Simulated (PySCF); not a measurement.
Dissociation curve of F₂, singlet.

Methods: UKS-PBE = unrestricted PBE/cc-pVDZ run with PySCF; RKS-PBE = PySCF with restricted PBE/cc-pVDZ; UKS-BHandHLYP = unrestricted BHandHLYP/cc-pVDZ in PySCF 2.14.0; RKS-BHandHLYP = restricted BHandHLYP/cc-pVDZ (PySCF 2.14.0); UKS-TPSSh = unrestricted TPSSh/cc-pVDZ run with PySCF; RKS-TPSSh = restricted TPSSh/cc-pVDZ run with PySCF.

Scanned distances (Å): 1.03, 1.10, 1.17, 1.25, 1.29, 1.32, 1.38, 1.42, 1.45, 1.51, 1.58, 1.70, 1.86, 2.07, 2.27, 2.49, 2.73, 3.03, 3.38, 3.67, 4.09, 4.77, 5.47.

Task: Where does the unrestricted solution first break spin symmetry (<S²> of 0.01 or more)?

Result: UKS-PBE: between 1.58 and 1.70 Å; UKS-BHandHLYP: between 1.45 and 1.51 Å; UKS-TPSSh: between 1.58 and 1.70 Å.

```json
[
 {"R / Å": "1.03", "<S²> UKS-PBE": "0.00", "E(RKS-PBE) − E(UKS-PBE) / eV": "0.000", "<S²> UKS-BHandHLYP": "0.00", "E(RKS-BHandHLYP) − E(UKS-BHandHLYP) / eV": "0.000", "<S²> UKS-TPSSh": "0.00", "E(RKS-TPSSh) − E(UKS-TPSSh) / eV": "0.000"},
 {"R / Å": "1.10", "<S²> UKS-PBE": "0.00", "E(RKS-PBE) − E(UKS-PBE) / eV": "0.000", "<S²> UKS-BHandHLYP": "0.00", "E(RKS-BHandHLYP) − E(UKS-BHandHLYP) / eV": "0.000", "<S²> UKS-TPSSh": "0.00", "E(RKS-TPSSh) − E(UKS-TPSSh) / eV": "0.000"},
 {"R / Å": "1.17", "<S²> UKS-PBE": "0.00", "E(RKS-PBE) − E(UKS-PBE) / eV": "0.000", "<S²> UKS-BHandHLYP": "0.00", "E(RKS-BHandHLYP) − E(UKS-BHandHLYP) / eV": "0.000", "<S²> UKS-TPSSh": "0.00", "E(RKS-TPSSh) − E(UKS-TPSSh) / eV": "0.000"},
 {"R / Å": "1.25", "<S²> UKS-PBE": "0.00", "E(RKS-PBE) − E(UKS-PBE) / eV": "0.000", "<S²> UKS-BHandHLYP": "0.00", "E(RKS-BHandHLYP) − E(UKS-BHandHLYP) / eV": "0.000", "<S²> UKS-TPSSh": "0.00", "E(RKS-TPSSh) − E(UKS-TPSSh) / eV": "0.000"},
 {"R / Å": "1.29", "<S²> UKS-PBE": "0.00", "E(RKS-PBE) − E(UKS-PBE) / eV": "0.000", "<S²> UKS-BHandHLYP": "0.00", "E(RKS-BHandHLYP) − E(UKS-BHandHLYP) / eV": "0.000", "<S²> UKS-TPSSh": "0.00", "E(RKS-TPSSh) − E(UKS-TPSSh) / eV": "0.000"},
 {"R / Å": "1.32", "<S²> UKS-PBE": "0.00", "E(RKS-PBE) − E(UKS-PBE) / eV": "0.000", "<S²> UKS-BHandHLYP": "0.00", "E(RKS-BHandHLYP) − E(UKS-BHandHLYP) / eV": "0.000", "<S²> UKS-TPSSh": "0.00", "E(RKS-TPSSh) − E(UKS-TPSSh) / eV": "0.000"},
 {"R / Å": "1.38", "<S²> UKS-PBE": "0.00", "E(RKS-PBE) − E(UKS-PBE) / eV": "0.000", "<S²> UKS-BHandHLYP": "0.00", "E(RKS-BHandHLYP) − E(UKS-BHandHLYP) / eV": "0.000", "<S²> UKS-TPSSh": "0.00", "E(RKS-TPSSh) − E(UKS-TPSSh) / eV": "0.000"},
 {"R / Å": "1.42", "<S²> UKS-PBE": "0.00", "E(RKS-PBE) − E(UKS-PBE) / eV": "0.000", "<S²> UKS-BHandHLYP": "0.00", "E(RKS-BHandHLYP) − E(UKS-BHandHLYP) / eV": "0.000", "<S²> UKS-TPSSh": "0.00", "E(RKS-TPSSh) − E(UKS-TPSSh) / eV": "0.000"},
 {"R / Å": "1.45", "<S²> UKS-PBE": "0.00", "E(RKS-PBE) − E(UKS-PBE) / eV": "0.000", "<S²> UKS-BHandHLYP": "0.00", "E(RKS-BHandHLYP) − E(UKS-BHandHLYP) / eV": "0.000", "<S²> UKS-TPSSh": "0.00", "E(RKS-TPSSh) − E(UKS-TPSSh) / eV": "0.000"},
 {"R / Å": "1.51", "<S²> UKS-PBE": "0.00", "E(RKS-PBE) − E(UKS-PBE) / eV": "0.000", "<S²> UKS-BHandHLYP": "0.15", "E(RKS-BHandHLYP) − E(UKS-BHandHLYP) / eV": "0.031", "<S²> UKS-TPSSh": "0.00", "E(RKS-TPSSh) − E(UKS-TPSSh) / eV": "0.000"},
 {"R / Å": "1.58", "<S²> UKS-PBE": "0.00", "E(RKS-PBE) − E(UKS-PBE) / eV": "0.000", "<S²> UKS-BHandHLYP": "0.39", "E(RKS-BHandHLYP) − E(UKS-BHandHLYP) / eV": "0.231", "<S²> UKS-TPSSh": "0.00", "E(RKS-TPSSh) − E(UKS-TPSSh) / eV": "0.000"},
 {"R / Å": "1.70", "<S²> UKS-PBE": "0.31", "E(RKS-PBE) − E(UKS-PBE) / eV": "0.042", "<S²> UKS-BHandHLYP": "0.64", "E(RKS-BHandHLYP) − E(UKS-BHandHLYP) / eV": "0.800", "<S²> UKS-TPSSh": "0.33", "E(RKS-TPSSh) − E(UKS-TPSSh) / eV": "0.050"},
 {"R / Å": "1.86", "<S²> UKS-PBE": "0.65", "E(RKS-PBE) − E(UKS-PBE) / eV": "0.230", "<S²> UKS-BHandHLYP": "0.82", "E(RKS-BHandHLYP) − E(UKS-BHandHLYP) / eV": "1.682", "<S²> UKS-TPSSh": "0.66", "E(RKS-TPSSh) − E(UKS-TPSSh) / eV": "0.367"},
 {"R / Å": "2.07", "<S²> UKS-PBE": "0.85", "E(RKS-PBE) − E(UKS-PBE) / eV": "—", "<S²> UKS-BHandHLYP": "0.93", "E(RKS-BHandHLYP) − E(UKS-BHandHLYP) / eV": "2.763", "<S²> UKS-TPSSh": "0.88", "E(RKS-TPSSh) − E(UKS-TPSSh) / eV": "1.001"},
 {"R / Å": "2.27", "<S²> UKS-PBE": "0.94", "E(RKS-PBE) − E(UKS-PBE) / eV": "—", "<S²> UKS-BHandHLYP": "0.98", "E(RKS-BHandHLYP) − E(UKS-BHandHLYP) / eV": "3.623", "<S²> UKS-TPSSh": "0.96", "E(RKS-TPSSh) − E(UKS-TPSSh) / eV": "1.586"},
 {"R / Å": "2.49", "<S²> UKS-PBE": "0.98", "E(RKS-PBE) − E(UKS-PBE) / eV": "—", "<S²> UKS-BHandHLYP": "1.00", "E(RKS-BHandHLYP) − E(UKS-BHandHLYP) / eV": "4.377", "<S²> UKS-TPSSh": "0.99", "E(RKS-TPSSh) − E(UKS-TPSSh) / eV": "2.106"},
 {"R / Å": "2.73", "<S²> UKS-PBE": "0.99", "E(RKS-PBE) − E(UKS-PBE) / eV": "—", "<S²> UKS-BHandHLYP": "1.00", "E(RKS-BHandHLYP) − E(UKS-BHandHLYP) / eV": "4.988", "<S²> UKS-TPSSh": "1.00", "E(RKS-TPSSh) − E(UKS-TPSSh) / eV": "2.513"},
 {"R / Å": "3.03", "<S²> UKS-PBE": "1.00", "E(RKS-PBE) − E(UKS-PBE) / eV": "—", "<S²> UKS-BHandHLYP": "1.00", "E(RKS-BHandHLYP) − E(UKS-BHandHLYP) / eV": "5.505", "<S²> UKS-TPSSh": "1.00", "E(RKS-TPSSh) − E(UKS-TPSSh) / eV": "2.834"},
 {"R / Å": "3.38", "<S²> UKS-PBE": "1.00", "E(RKS-PBE) − E(UKS-PBE) / eV": "—", "<S²> UKS-BHandHLYP": "1.00", "E(RKS-BHandHLYP) − E(UKS-BHandHLYP) / eV": "5.882", "<S²> UKS-TPSSh": "1.00", "E(RKS-TPSSh) − E(UKS-TPSSh) / eV": "3.049"},
 {"R / Å": "3.67", "<S²> UKS-PBE": "1.00", "E(RKS-PBE) − E(UKS-PBE) / eV": "—", "<S²> UKS-BHandHLYP": "1.00", "E(RKS-BHandHLYP) − E(UKS-BHandHLYP) / eV": "6.073", "<S²> UKS-TPSSh": "1.00", "E(RKS-TPSSh) − E(UKS-TPSSh) / eV": "3.149"},
 {"R / Å": "4.09", "<S²> UKS-PBE": "1.00", "E(RKS-PBE) − E(UKS-PBE) / eV": "—", "<S²> UKS-BHandHLYP": "1.00", "E(RKS-BHandHLYP) − E(UKS-BHandHLYP) / eV": "6.238", "<S²> UKS-TPSSh": "1.00", "E(RKS-TPSSh) − E(UKS-TPSSh) / eV": "3.218"},
 {"R / Å": "4.77", "<S²> UKS-PBE": "1.00", "E(RKS-PBE) − E(UKS-PBE) / eV": "—", "<S²> UKS-BHandHLYP": "1.00", "E(RKS-BHandHLYP) − E(UKS-BHandHLYP) / eV": "6.386", "<S²> UKS-TPSSh": "1.00", "E(RKS-TPSSh) − E(UKS-TPSSh) / eV": "3.257"},
 {"R / Å": "5.47", "<S²> UKS-PBE": "1.00", "E(RKS-PBE) − E(UKS-PBE) / eV": "—", "<S²> UKS-BHandHLYP": "1.00", "E(RKS-BHandHLYP) − E(UKS-BHandHLYP) / eV": "6.487", "<S²> UKS-TPSSh": "1.00", "E(RKS-TPSSh) − E(UKS-TPSSh) / eV": "3.277"}
]
```

A dash means that the run gave no value there, or that the column was ended at a point which the program doubted or which failed a test of continuity chosen for this set; such a test can also cut sound points.
